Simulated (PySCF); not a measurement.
Isomers of C8H8O, one GFN2-xTB conformer each. Single-point energies are computed at wB97X-D/def2-SVPD (PySCF, gas phase, no added dispersion term), electronic only.

Question: Rank them by wB97X-D/def2-SVPD energy, lowest first (kcal/mol).
A. `[CH2:1]=[C:2]1[CH:3]=[CH:4][CH:5]=[C:6]1[C:7]([CH3:8])=[O:9]` with C5–C6–C7–C8 0°
B. `[CH3:1][C:2](=[O:3])[c:4]1[cH:5][cH:6][cH:7][cH:8][cH:9]1` with C1–C2–C4–C5 0°

Answer: B (0.0), A (34.1).

As drawn, the lower has an aromatic ring, which the higher lacks; the higher has a C=C bond outside aromatic rings, which the lower lacks. GFN2-xTB itself gives, in the same order: 0.0, 28.9. Both levels put the same isomer lowest.

Question: Which frontier levels, dipoles and rotational constants go with these structures?

Answer: 
```
           SMILES  HOMO (eV, wB97X-D/def2-SVPD)  LUMO (eV)  dipole (D)      A, B, C (MHz)
   CC(=O)c1ccccc1                         -9.33       0.00        3.23  3724, 1234, 932.5
C=C1C=CC=C1C(C)=O                         -8.60      -0.89        2.75  2835, 1514, 992.9
```
